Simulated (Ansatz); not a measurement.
Tetradymite Bi2Se3: PBE at its full settings (plane-wave cutoff 520 eV, 10×10×10 k mesh, Fermi–Dirac smearing 0.01 eV, scalar-relativistic PAW data made under PBE) and at cheaper ones, in a cell of 5 atoms with Γ-centred meshes.

| level and setting | equilibrium lattice constant a (Å) | c axis length (Å) |
|---|---|---|
| PBE (Ansatz) | 4.190 | 31.380 |
| PBE (Γ point alone) (Ansatz) | 5.162 | 16.770 |
| PBE (2×2×2 k mesh) (Ansatz) | 4.433 | 31.477 |
| PBE (4×4×4 k mesh) (Ansatz) | 4.190 | 31.322 |

Largest shifts from the full settings: lattice constant a +23 % (PBE (Γ point alone)), against a difference of +1.13 % of the full result from the reference 4.143 Å (measured, temperature not stated, not corrected to a static lattice; as tabulated in Luo et al. (2012), arXiv:1308.1523); lattice parameter c -47 % (PBE (Γ point alone)), against a difference of +9.58 % of the full result from the reference 28.636 Å (measured, temperature not stated, not corrected to a static lattice; as tabulated in Luo et al. (2012), arXiv:1308.1523).

Caveats: the cell comes from a level without a dispersion term, which matters for the spacing of layers, chains or molecules (PBE, PBE (Γ point alone), PBE (2×2×2 k mesh), PBE (4×4×4 k mesh)). Ansatz's density-functional and Hartree–Fock values are scalar-relativistic unless marked +SOC, with PAW data made under PBE.

Run with cheap settings on purpose, which may leave them unconverged: PBE (2×2×2 k mesh), PBE (4×4×4 k mesh), PBE (Γ point alone).

Ansatz is an electronic-structure program.
